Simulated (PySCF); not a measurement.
Relaxed structures of SiH$_{2}$O$_{2}$, closed shell (PBE0-D4/def2-TZVP; forces vanish, vibrations not checked; lower isomers may exist, and structures with a doubtful reference or unclear bonds are left out; Å). Computed with PySCF 2.14 with density fitting (its default auxiliary sets; JK sets also for MP2 and CCSD(T)) (basis: def2-TZVPP); correlated methods freeze the cores.

Rank them by CCSD(T) energy, lowest first, and give each one's height above the lowest. Links in brackets join atoms within 1.22 times the sum of their covalent radii (1.1 for two metals). (An estimate is asked for; the value comes from the calculation.)
A.
SiH₂O₂ ([O][SiH][OH])
```
5
angstrom
O 0.3506 -0.7691 1.5457
Si -0.2555 -0.3433 0.2280
O 0.3015 0.7643 -0.8097
H -1.4905 -0.8551 -0.3875
H 1.1175 1.2150 -0.5717
```
B.
a complex of H₂O + SiO
```
5
angstrom
O 1.2539 -0.2988 1.4512
Si 0.0786 -1.1677 1.0247
O -0.5217 0.6562 -0.3820
H 0.3082 1.0291 -0.0466
H -0.4607 0.6388 -1.3423
```
C.
SiH₂O₂ ([O]1[OH][SiH]1)
```
5
angstrom
O -0.8460 1.2682 -0.4317
Si -0.5482 -0.2226 0.4615
O 0.3293 0.6477 -1.0455
H -1.2647 -1.1593 -0.5129
H 1.0521 1.2163 -0.7398
```

By the calculation: A (0.0 kJ/mol), B (105.0 kJ/mol), C (490.3 kJ/mol). Heights count from the lowest.

The T1 diagnostic stays at or below 0.020.

For scale, one of the runs: CCSD(T)/def2-TZVPP, 132 basis functions, launched by `OMP_NUM_THREADS=2 python run.py`. Time: 58 s of wall clock on 2 CPU threads of an AMD EPYC 7B13; the host was shared. Peak host memory: 0.72 GiB.
